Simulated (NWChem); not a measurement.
# Correlation energy of Al (+1)

```
Al
```
Charge +1, spin multiplicity 1.

Program: NWChem.

Basis set: def2-QZVP. Each correlation energy counts from its own Hartree-Fock reference.

The correlated methods keep 5 core orbitals frozen. Coupled-cluster values serve here as a point of comparison, not as the truth.

```
method      correlation energy (mHa)
----------  ------------------------
MP2                              ___
SCS-MP2                          ___
CCSD                           -40.3
CR-CCSD[T]                     -40.3
CR-CCSD(T)                     -40.3
CCSDT                          -40.3
```

Question: Some entries are withheld; supply them.

Answer: 
- MP2, correlation energy (mHa): -29.4
- SCS-MP2, correlation energy (mHa): -35.3
